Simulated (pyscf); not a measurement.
Elementary routes open to F–SiH₂• + hydrogen (H₂) in the gas phase (doublet surface):
A. silyl (SiH₃•) + hydrogen fluoride (HF) (F–Si, H–H broken; H–Si, F–H formed)
B. F–SiH₃ + H atom (H•) (H–H broken; H–Si formed)
C. F–SiH: [singlet] + hydrogen (H₂) + H atom (H•) (H–Si, H–H broken; H–H formed)

PySCF, gas phase, ωB97X-D3(BJ)/def2-SVP geometries.

Q: Rank the routes by free-energy barrier at 1200 K, lowest first, for ωB97M-D3(BJ)/def2-TZVP energies (ideal gas, 1 atm, RRHO with modes under 100 cm⁻¹ raised to 100, one conformer, R ln 2 for chiral ones without a mode under 150 cm⁻¹).

A: B (1.89 eV), C (3.60 eV), A (3.73 eV)

Route B is the fastest of these, ahead of the next by 1.71 eV. The most stable products are those of B (ΔG = +0.70 eV), so kinetics and thermodynamics agree. At 298 K B is still the fastest. Only these routes are compared; each barrier is that of the saddle found, and lower ones may exist.
